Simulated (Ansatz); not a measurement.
A made-up structure of CH₄SSi, closed shell:

| atom | x (Å) | y (Å) | z (Å) |
| --- | --- | --- | --- |
| C1 | -0.9949 | 0.3224 | -0.8736 |
| Si2 | 0.1157 | 0.4002 | 0.6627 |
| S3 | 1.9279 | -1.0263 | 1.1782 |
| H4 | -0.8718 | -0.4942 | -1.7612 |
| H5 | -1.8937 | 1.1283 | -1.0033 |
| H6 | -0.0495 | 1.5121 | 1.8744 |
| H7 | 1.7663 | -1.8424 | -0.0772 |

It is relaxed with PBE-D4/def2-SVP and then PBE0-D4/def2-TZVP (Ansatz 0.2.0). Atoms count as bonded within 1.22 times the sum of their covalent radii (H–H: 0.88 Å). The end point is not checked to be a true minimum.

Task: Does its bonding change? (A judgement: the text doesn't fix the answer.)

Result: The calculation gives: No: no bond forms or breaks.

Where it ends: The first stage lowers the energy by 1.43 eV in 6 steps. It ends as CH₄SSi ([CH2][SiH][SH]):
```
7
angstrom
C -0.8880 0.2880 -0.7798
Si 0.1035 0.3574 0.5920
S 1.7213 -0.9167 1.0514
H -0.7776 -0.4415 -1.5719
H -1.6909 1.0072 -0.8959
H -0.0441 1.3502 1.6738
H 1.5758 -1.6446 -0.0696
```

Labels in which every atom is bracketed show which atoms are joined, not bond orders.

For scale, one of the runs: PBE0-D4/def2-TZVP relaxation, 129 basis functions, launched by `ansatz run in.yaml --threads 2 --pin off --events-out ev --progress --plain --max-ram 4352MiB`. Hardware: 2 CPU threads of an Arm Neoverse V1, shared host. Wall time about 17 s.
